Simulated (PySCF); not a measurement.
**`[CH2-]S(C)(=O)=O`: 4 charge schemes on one density**

Species: C2H5O2S (charge -1).
Atom-mapped SMILES: `[CH2-:1][S:2]([CH3:3])(=[O:4])=[O:5]` (hydrogens: H6, H7 on C1; H8, H9, H10 on C3)

Structure used (GFN2-xTB), in Å, numbered top down from 1:
```xyz
10
C2H5O2S angstrom
C      1.7458   -0.2324    0.2464
S      0.3043    0.6705    0.2355
C     -1.2474   -0.2834   -0.3026
O     -0.0517    1.1057    1.5888
O      0.3691    1.7465   -0.7574
H      1.5768   -1.0677    0.9276
H      1.8802   -0.5993   -0.7723
H     -2.0756    0.4106   -0.2585
H     -1.0962   -0.6385   -1.3151
H     -1.3963   -1.1075    0.3849
```

Density: PBE0/pcSseg-1 (PySCF); schemes: Mulliken, IAO, Hirshfeld and ESP-fitted. Isolated species at its GFN2-xTB geometry, gas phase. The pcSseg-1 basis has no diffuse functions, a weakness for an anion.

Question: Give the atomic charges in each scheme.

Answer: In e; atoms taken as equivalent share a row and are averaged (×n: the atom named and its like, n in all):

```json
{"atom": "C1", "environment": "carbon bonded to S and 2 H", "Mulliken": "-0.538", "IAO": "-0.963", "Hirshfeld": "-0.398", "ESP-fitted": "-1.248"}
{"atom": "S2", "environment": "sulfonyl sulfur", "Mulliken": "+0.867", "IAO": "+1.964", "Hirshfeld": "+0.419", "ESP-fitted": "+1.291"}
{"atom": "C3", "environment": "S-methyl carbon", "Mulliken": "-0.405", "IAO": "-0.658", "Hirshfeld": "-0.178", "ESP-fitted": "-0.721"}
{"atom": "O4/O5", "environment": "sulfonyl oxygen", "Mulliken": "-0.644", "IAO": "-0.975", "Hirshfeld": "-0.424", "ESP-fitted": "-0.663"}
{"atom": "H6/H7", "environment": "hydrogen on C1", "Mulliken": "+0.038", "IAO": "+0.099", "Hirshfeld": "-0.027", "ESP-fitted": "+0.263"}
{"atom": "H8/H9/H10", "environment": "methyl hydrogen", "Mulliken": "+0.096", "IAO": "+0.136", "Hirshfeld": "+0.019", "ESP-fitted": "+0.159"}
```

Mean size of the charges over all atoms: IAO 0.614 e, ESP-fitted 0.559 e, Mulliken 0.346 e, Hirshfeld 0.195 e. Each set sums to the total charge, -1, to within 0.001 e. The ESP scheme fits charges at the nuclei, held to the total charge, to the electrostatic potential on points at 1.4 to 2.0 times the van der Waals radii. The IAO scheme counts the electrons in orthogonalised intrinsic atomic orbitals, a minimal basis polarised so that it spans the occupied orbitals exactly.

Lowest charge. The schemes don't all agree: Mulliken O4/O5 (-0.644); IAO O4/O5 (-0.975); Hirshfeld O4/O5 (-0.424); ESP-fitted C1 (-1.248).

Highest charge. All schemes agree: Mulliken S2 (+0.867); IAO S2 (+1.964); Hirshfeld S2 (+0.419); ESP-fitted S2 (+1.291).

Question: Sum the charges by element, for elements with more than one atom.

Answer: 
| element | atoms | Mulliken | IAO | Hirshfeld | ESP-fitted |
| --- | --- | --- | --- | --- | --- |
| C | 2 | -0.943 | -1.622 | -0.576 | -1.969 |
| O | 2 | -1.287 | -1.950 | -0.849 | -1.326 |
| H | 5 | +0.363 | +0.607 | +0.005 | +1.004 |

Question: How closely do the schemes follow one another over all atoms?

Answer: Correlation coefficient and root-mean-square difference: Mulliken with Hirshfeld 0.99, 0.199 e; Mulliken with IAO 0.99, 0.410 e; IAO with Hirshfeld 0.97, 0.601 e; IAO with ESP-fitted 0.95, 0.281 e; Mulliken with ESP-fitted 0.95, 0.300 e; Hirshfeld with ESP-fitted 0.94, 0.460 e.

Question: How many electrons does the IAO scheme count on C1?

Answer: Z − q = 6 − (-0.963) = 6.963.

These values come from a run that also computed NMR shieldings. Time: 14 s wall. Hardware: one thread of an Arm Neoverse N1, no GPU, on a shared host.
